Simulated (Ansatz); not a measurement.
B20 (FeSi-type) FeSi was calculated with HSE06 (Ansatz, a program for electronic structure, PAW).

Run with plane-wave cutoff 500 eV, 6×6×6 k mesh, Fermi–Dirac smearing 0.05 eV, no spin polarisation, scalar-relativistic PAW data made under PBE.

Cell (relaxed with r²SCAN):

FeSi is modelled in the cubic space group P2₁3 (No. 198), Pearson symbol cP8. Lattice parameters: a = 4.4029 Å, b = 4.4029 Å, c = 4.4029 Å, α = 90.00°, β = 90.00°, γ = 90.00°. Fe on 4a has 4 Si at 2.254–2.291 Å and 3 Si at 2.470 Å and 6 Fe at 2.700 Å. Si on 4a is coordinated by 4 Fe at 2.254–2.291 Å and 3 Fe at 2.470 Å. (Neighbours: up to the widest gap in distance over summed covalent radii, below 1.35, at either atom; cation-cation and far metal-metal contacts left out.)

Give the computed band gap.


band gap: 1.45 eV (on the SCF k mesh)

Measured, for comparison: band gap 0.05 eV (temperature not stated, no zero-point or thermal correction, indirect, transport; lower end of the printed range; as tabulated in Tomczak (2018), arXiv:1802.07220). Computed (rounded) less measured: band gap +1.40 eV.

Note: exact exchange on metals is sensitive to the k mesh and can open a false gap; cell and atoms aren't relaxed at this level (largest force component 0.09 eV/Å, pressure -4.0 GPa).

Computed values are for the static lattice.

It cost about 4 core-minutes (a rough figure) of CPU time.
